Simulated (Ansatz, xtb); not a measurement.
**Ranking isomers of C4H6ClF**

11 gas-phase structures of C4H6ClF, from a drawn sample of its isomers (lower ones may exist). Each was relaxed with GFN2-xTB; where two conformers were screened, the lower at r2SCAN-D4/def2-SVP is listed:

A. `C=C(F)CCCl`, a singlet
B. `C/C=C\[C@H](F)Cl`, a singlet
C. `C/C=C(/F)CCl`, a singlet
D. `C/C(=C\Cl)CF`, a singlet
E. `C/C(F)=C(\C)Cl`, a singlet
F. `C/C=C(/Cl)CF`, a singlet
G. `F[C@H](Cl)C1CC1`, a singlet
H. `FCC1(Cl)CC1`, a singlet
I. `CC(C)=C(F)Cl`, a singlet
J. `C/C(=C/F)CCl`, a singlet
K. `FC[C@@H]1C[C@H]1Cl`, a singlet

Task: Make a reasoned guess at their ranking by r2SCAN-D4/def2-SVP single-point energy.

Result: Calculated order at r2SCAN-D4/def2-SVP: E (0.0), I (2.0), A (13.1), J (14.0), D (19.5), C (21.2), B (23.4), G (25.9), F (33.3), H (41.2), K (47.3) kJ/mol. Less than 1 kcal/mol parts E and I; A and J; D and C; C and B; B and G, so the order within those pairs means little.

Energies above the lowest of each column, in kJ/mol; the last columns are at PBE0-D3(BJ)/def2-SVP geometries and were run for some of them only (a dash: not run or not comparable):

```tsv
structure	GFN2-xTB	HF/STO-3G	r2SCAN-D4/def2-SVP	PBE0-D3(BJ)/def2-SVP	CCSD(T)/def2-SVP + ΔMP2/def2-TZVPP
E	3.0	3.5	0.0	0.0	0.0
I	0.0	0.0	2.0	3.1	6.6
A	29.9	22.0	13.1	11.5	3.5
J	20.1	12.5	14.0	13.2	8.7
D	13.8	37.5	19.5	17.4	11.4
C	24.2	19.8	21.2	17.4	–
B	36.3	35.4	23.4	–	–
G	24.8	15.0	25.9	–	–
F	20.0	43.8	33.3	–	–
H	17.6	31.8	41.2	–	–
K	21.1	31.9	47.3	–	–
```

CCSD(T)/def2-SVP + ΔMP2/def2-TZVPP puts E lowest of those it was run on, with A within 1 kcal/mol; GFN2-xTB picks I, HF/STO-3G picks I. CCSD(T)/def2-SVP + ΔMP2/def2-TZVPP orders those it was run on as E (0.0), A (3.5), I (6.6), J (8.7), D (11.4) kJ/mol. Less than 1 kcal/mol parts E and A; A and I; I and J; J and D, so the order within those pairs means little. Flexible structures stand in one conformer each, not always the lowest. Frequencies (GFN2-xTB) were run for A, D, E, I, J alone. ΔMP2 is the change of the MP2 energy from the smaller to the larger basis.

Over these structures GFN2-xTB departs from r2SCAN-D4/def2-SVP by 10.5 kJ/mol on average once a common shift is removed. A GFN2-xTB relaxation took about 0.05 s and the r2SCAN-D4/def2-SVP energy about 1.1 s on a shared host (Ansatz 0.2.0, xtb 6.7.1).
